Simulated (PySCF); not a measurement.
H2N, SMILES [NH2], multiplicity 2. The structure is a stationary point at B3LYP-D3(BJ)/def2-TZVPD. The isomer is the one that the SMILES or the coordinates give; other isomers of the formula were not compared.

Give the equilibrium geometry at B3LYP-D3(BJ)/def2-TZVPD (PySCF confirms it by a frequency run) as bond lengths and angles, and its point group. (Estimate from the structure and the level; the computed values follow.)

point group C2v.
Atoms: N1 H2 H3. Bond lengths (Å): N1–H2 1.028, N1–H3 1.028. Angles (°): H2–N1–H3 103.3.
Charge 0, spin multiplicity 2.
